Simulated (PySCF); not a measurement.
Work out the structure from these simulated measurements.

Formula: H7PSi2.

| Item | Value |
| --- | --- |
| Rotational structure | rotational constants A, B, C: 9.254, 2.120, 1.822 GHz [PBE0-D3(BJ)/def2-SVP] |
| UV, first state | lowest singlet excitation: 6.37 eV (195 nm, f = 0.031) [TDDFT CAM-B3LYP/def2-SVPD] |
| XPS | Si2p3/2 106.5, Si2p3/2 106.6, P2p3/2 136.3, Si1s 1846.2, Si1s 1846.3, P1s 2149.9 eV [ΔSCF SCAN, pcX-2 on the ionised atom, pcseg-1 elsewhere, spin-free X2C, 2p3/2 from a spin–orbit splitting computed afterwards within the 2p shell] |
| Triplet | lowest triplet excitation (Tamm–Dancoff): 5.58 eV [TDA CAM-B3LYP/def2-SVPD] |
| NMR, other nuclei | isotropic shieldings of nuclei other than C and H, by class: 457 (1 Si), 475 (1 Si), 611 (1 P) ppm [GIAO HF/pcSseg-2] |
| Valence photoelectron | vertical ionisation energy: 9.70 eV [ΔSCF CAM-B3LYP/def2-SVPD] |
| Dipole | 0.68 D [CAM-B3LYP/def2-SVPD] |
| 1H NMR | chemical shifts (computed TMS as zero) by class: 3.79 (2 H), 3.44 (3 H), 1.78 (2 H) ppm [GIAO HF/pcSseg-2] |
| Polarisability | 89.0 au [CAM-B3LYP/def2-SVPD] |

The electronic properties come from PySCF, for the isolated species, density fitting. Levels stand in brackets. Geometry: PBE0-D3(BJ)/def2-SVP, one conformer, isolated molecule. NMR values are class means; diastereotopic atoms form classes of their own.

**Question.** Propose a structure and show how it fits.

**Answer.** Numbering: `[SiH3:1][SiH2:2][PH2:3]`. Hydrogen classes from least to most shielded: 2 H on an SiH2 silicon, Si2 (3.79 ppm), 3 H on an SiH3 silicon, Si1 (3.44 ppm), 2 H on a three-coordinate phosphorus, P3 (1.78 ppm). The other shieldings belong to: 457 ppm, SiH2 silicon [Si2]; 475 ppm, SiH3 silicon [Si1]; 611 ppm, three-coordinate phosphorus [P3]. The core levels belong to: Si2p3/2 106.5 eV, SiH2 silicon [Si2]; Si2p3/2 106.6 eV, SiH3 silicon [Si1]; P2p3/2 136.3 eV, three-coordinate phosphorus [P3]; Si1s 1846.2 eV, SiH2 silicon [Si2]; Si1s 1846.3 eV, SiH3 silicon [Si1]; P1s 2149.9 eV, three-coordinate phosphorus [P3]. The first electron is taken from the HOMO, whose largest Löwdin shares are 0.65 on the three-coordinate phosphorus, 0.16 on the SiH2 silicon and 0.06 on each of 2 atoms of one kind (P–H hydrogen). By its constants the optimised geometry is an asymmetric top. Structure: `[SiH3][SiH2]P`. Computed isomers that give other values at the same levels: `[SiH3]P[SiH3]` (rotational constant A: 8.167 GHz; this holds for the one conformer computed). The assignments are read from this structure; whether some other isomer fits the data as well wasn't checked.

The values belong to the conformer `[SiH3:1][SiH2:2][PH2:3]`: H–P3–Si2–Si1 -165°, H–P3–Si2–Si1 -71°.
